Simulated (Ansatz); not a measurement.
Boron trifluoride at its PBE0-D4/def2-TZVP geometry, where that method's forces vanish. Charge 0, multiplicity 1.

```xyz
4

F    -0.3003   -0.8385   -0.9622
B     0.0000    0.0000    0.0000
F    -0.5184   -0.1591    1.1938
F     0.8187    0.9976   -0.2316
```

Task: What forces (eV/Å) does r2SCAN-D4/def2-TZVPP give on these atoms in the Gaussian-basis code of Ansatz? (An estimate is asked.)

Result: Ansatz gave: 
```
F1  -0.041 -0.114 -0.131
B2   0.000  0.000  0.000
F3  -0.071 -0.022  0.162
F4   0.111  0.136 -0.032
```
